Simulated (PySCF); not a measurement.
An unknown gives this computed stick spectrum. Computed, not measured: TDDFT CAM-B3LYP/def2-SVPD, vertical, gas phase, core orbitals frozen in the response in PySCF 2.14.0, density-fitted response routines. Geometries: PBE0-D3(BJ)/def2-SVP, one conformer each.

```
state  λ (nm)       f
   S1   187.9   0.028
   S2   175.1   0.249
   S3   164.6  0.0012
   S4   160.2   0.057
   S5   158.7  0.0007
   S6   157.4  0.0075
   S7   149.5  0.0005
   S8   148.1   0.033
   S9   148.1  0.0046
  S10   144.4  0.0013
```

Question: Which structure fits? All have the formula C6H10.
A. `C1=CCCCC1`
B. `C1C[C@H]2C[C@@H]1C2`
C. `C1CC1C1CC1`
D. `C1C[C@@H]2C[C@@H]2C1`

Answer: A. Its S1, at 6.60 eV, is the lowest among the candidates; the nearest of the others has S1 at 7.36 eV. S1 is HOMO→LUMO (84%), HOMO→LUMO+3 (10%). Löwdin shares by element: HOMO carbon 83% or more (atoms not listed hold the other 17%); LUMO carbon 40% or more (atoms not listed hold the other 60%). At the same level the other candidates give, for their lowest levels:
- `C1C[C@@H]2C[C@@H]2C1`: 166 nm (f 0.008); 158 nm (f 0.000); 155 nm (f 0.019); 149 nm (f 0.005); 149 nm (f 0.000); T1 7.34 eV; HOMO -8.96, LUMO 1.48 eV
- `C1CC1C1CC1`: 169 nm (f 0.003); 167 nm (f 0.000); 160 nm (f 0.047); 159 nm (f 0.028); 153 nm (f 0.000); T1 7.23 eV; HOMO -8.62, LUMO 1.66 eV
- `C1C[C@H]2C[C@@H]1C2`: 148 nm (f 0.000); 145 nm (f 0.005); 144 nm (f 0.074); 138 nm (f 0.012); 137 nm (f 0.013); T1 8.21 eV; HOMO -9.89, LUMO 1.44 eV
Triplets come from the Tamm–Dancoff approximation.
